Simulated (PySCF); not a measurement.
Löwdin shares of the frontier orbitals

C2HClN2S.
SMILES with atom numbers: `[Cl:1][c:2]1[n:3][cH:4][s:5][n:6]1` (hydrogens: H7 on C4)

Geometry (PBE0-D3(BJ)/def2-SVP, Å), atoms numbered from 1 in this order:
```xyz
7
C2HClN2S angstrom
Cl     3.4269   -0.3982    0.2613
C      1.8531    0.2374    0.0704
N      0.7820   -0.5671    0.3085
C     -0.2958    0.1292    0.0996
S      0.0503    1.7434   -0.3816
N      1.6820    1.4778   -0.2982
H     -1.3094   -0.2631    0.2152
```

The calculation used TDDFT PBE0/def2-SVPD, vertical, gas phase, core orbitals frozen in the response in PySCF.

Frontier orbitals with the atoms that hold most of them (Löwdin shares over 4%, at most four atoms; ? is withheld):

```csv
orbital,ε (eV),atoms
HOMO-3,-9.61,"Cl1 72%, N3 9%, C2 9%"
HOMO-2,-9.56,"N3 30%, N6 28%, S5 17%, C4 16%"
HOMO-1,-8.85,"N3 48%, N6 19%, S5 12%, Cl1 10%"
HOMO,-8.10,?
LUMO,-1.87,?
LUMO+1,-0.78,"S5 60%, N6 13%, Cl1 9%, C4 8%"
LUMO+2,0.13,"N3 26%, C2 26%, N6 16%, Cl1 11%"
```

Question: Which atoms hold the HOMO, and with what shares?

Answer: S5 (bonded to C and N) 29%; Cl1 (bonded to C) 28%; N6 (bonded to C and S) 14%; C2 (bonded to Cl and 2 N) 13%.

Question: Which atoms hold the LUMO, and with what shares?

Answer: C4 (bonded to N, S and H) 28%; S5 (bonded to C and N) 24%; N6 (bonded to C and S) 18%; N3 (bonded to 2 C) 14%. By element: nitrogen 32%, carbon 28% or more, sulfur 24%.

Question: The HOMO–LUMO gap is 6.23 eV. Where does the response calculation put the lowest singlet, and from which orbitals?

Answer: S1 is at 5.22 eV (f = 0.0006), 1.01 eV below the gap, made of HOMO-1→LUMO (97%). Its leading pair isn't HOMO and LUMO; the energies of that pair differ by 6.98 eV. Without the coupling terms of the response equations the lowest excitation would equal the gap.

Question: Give energy, strength and leading configuration of S1, S2, S3, S6 and S7, and follow the Löwdin shares of the leading atoms from the occupied to the empty orbital.

Answer: 
- S1 (5.22 eV, f 0.0006), HOMO-1→LUMO (97%): N3 48% → 14%, N6 19% → 18%, C4 at most 10% → 28%, S5 12% → 24%
- S2 (5.47 eV, f 0.089), HOMO→LUMO (93%): S5 29% → 24%, Cl1 28% → at most 15%, C4 at most 13% → 28%
- S3 (5.78 eV, f 0.0001), HOMO→LUMO+1 (95%): S5 29% → 60%, Cl1 28% → 9%, N6 14% → 13%
- S6 (6.69 eV, f 0.0096), HOMO-1→LUMO+1 (90%): N3 48% → at most 8%, N6 19% → 13%, S5 12% → 60%
- S7 (6.72 eV, f 0.0075), HOMO-2→LUMO (80%): N3 30% → 14%, N6 28% → 18%, C4 16% → 28%, S5 17% → 24%

Löwdin shares depend on the basis, the more so with diffuse functions.
